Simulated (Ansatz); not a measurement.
Species: S₂, charge 0, triplet. S2 (SMILES S=S, triplet).
B3LYP-D3(BJ)/def2-TZVP minimum from Ansatz (a first-principles code):
```xyz
2

S      0.0000     0.0000    -0.9518
S      0.0000     0.0000     0.9518
```
Charge 0, spin multiplicity 3.

Total energies in cc-pV(T+d)Z, 12 correlated electrons, 10 frozen orbitals. Open shells are spin-unrestricted; no spin-orbit coupling. Correlated methods leave the cores frozen. No relativity. The UHF reference of S2 (S=S, triplet) is spin-contaminated (<S^2> up to 0.06 over the pure value in the sets run).

```
method    program  energy (Eh)  minus CCSDT(Q) (mEh)
--------  -------  -----------  --------------------
HF         Ansatz   -795.09997                363.26
MP2        Ansatz   -795.41317                 50.06
CCSD       Ansatz   -795.44096                 22.27
CCSD(T)    Ansatz   -795.46056                  2.67
CCSDT(Q)   Ansatz   -795.46323                  0.00
```

Rough core times of Ansatz's runs on a shared machine: CCSD(T) under 20 s, CCSDT(Q) 4 min.
